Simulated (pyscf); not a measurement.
HB=NH (SMILES B=N) + H₂C=CH₂ (SMILES C=C) → H₂C=CH–BH–NH₂ (SMILES C=CBN), gas phase, singlet surface. Structures and frequencies: ωB97X-D3(BJ)/def2-SVP in PySCF. MP2 and CC: frozen core, UHF for open shells. ΔMP2 is the change of the MP2 total energy from the triple- to the quadruple-zeta basis. ΔG in kcal/mol from CCSD(T)/def2-TZVPP + ΔMP2(QZVPP) energies (ideal gas, 1 atm, RRHO with modes under 100 cm⁻¹ raised to 100, one conformer, R ln 2 for chiral ones without a mode under 150 cm⁻¹).

```csv
T (K),ΔG
298,-24.9
600,?
900,-5.6
1200,+3.8
```

Fit a line to the three values, predict ΔG at 600 K, and estimate where the reaction turns unfavourable at 1 atm of each gas.

Least squares gives ΔG = -34.4 + 31.9 × T/1000 K, so ΔS is about -133 J/(mol K) and ΔH about -34.4 kcal/mol over this range (ΔH at 298 K: -34.4). At 600 K the line gives -15.3; the computed value is -15.1. ΔG = 0 falls near 1080 K; 1 kcal/mol in the energy moves that by 31 K. This is thermodynamics alone and says nothing of the barrier. The CCSD(T) − MP2 part came from Ansatz, without density fitting, on the same reference.
